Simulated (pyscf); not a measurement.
Cl–B(Cl)–Cl + CH₄ -> H₃C–Cl + Cl–BH–Cl, a four-centre exchange (singlet surface; B–Cl, C–H broken, C–Cl, B–H formed). Single points on ωB97X-D3(BJ)/def2-SVP structures (PySCF, gas phase). Energies in kcal/mol from the separated reactants.

Small-basis levels: PySCF, no dispersion term, spherical d functions. AM1 to PM7: differences of heats of formation from MOPAC, which are fitted to 298 K values and so differ in kind from electronic energies by zero-point and thermal terms. GFN2-xTB: tblite. Cost: rough CPU time at the saddle relative to B3LYP/6-31G*, from one job on a shared machine.

| level | barrier | reaction energy | cost |
|---|---|---|---|
| MP2/6-31G* | 102.3 | +37.3 | 0.1 |
| SVWN5/6-31G* | 75.1 | +36.7 | 1 |
| BP86/6-31G* | 83.0 | +33.9 | 2 |
| PBE/6-31G* | 82.0 | +34.4 | 2 |
| B3LYP/3-21G | 79.2 | +34.6 | 0.7 |
| GFN2-xTB | 77.4 | +19.5 | under 0.02 |
| PM6 | 81.7 | +33.9 | under 0.02 |
| ωB97M-D3(BJ)/def2-TZVP | 90.5 | +35.2 | – |

Against the last row the barrier runs from -15.3 (SVWN5/6-31G*) to +11.8 kcal/mol (MP2/6-31G*). ωB97M-D3(BJ)/def2-TZVP has limits of its own. This is the saddle that the search found; another between the same sides may lie lower.
